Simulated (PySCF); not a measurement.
**Ar: ionisation energy**

Ar [Ar] (1S) → Ar⁺ [Ne] 3s2 3p5 (2P), as a difference of total energies. Calculation: PySCF 2.14, in x2c-TZVPall (5s5p2d1f, 37 functions); scalar relativity by spin-free X2C-1e. Correlated levels: valence: [Ne] frozen. The calculations carry no spin-orbit coupling.

```json
{"method": "UHF", "ionisation energy (eV)": "14.557", "error (eV)": "-1.262"}
{"method": "MN15", "ionisation energy (eV)": "15.771", "error (eV)": "-0.048"}
{"method": "M06-2X", "ionisation energy (eV)": "15.799", "error (eV)": "-0.020"}
{"method": "MP2 (valence)", "ionisation energy (eV)": "15.667", "error (eV)": "-0.152"}
{"method": "SCS-MP2 (valence)", "ionisation energy (eV)": "15.563", "error (eV)": "-0.256"}
{"method": "CCSD (valence)", "ionisation energy (eV)": "15.484", "error (eV)": "-0.335"}
{"method": "CCSD(T) (valence)", "ionisation energy (eV)": "15.524", "error (eV)": "-0.295"}
```

Reference: 15.819 eV (measured; NIST levels, between the centres of gravity of the two terms).

Errors of the correlated levels include the incompleteness of this basis and the frozen core.
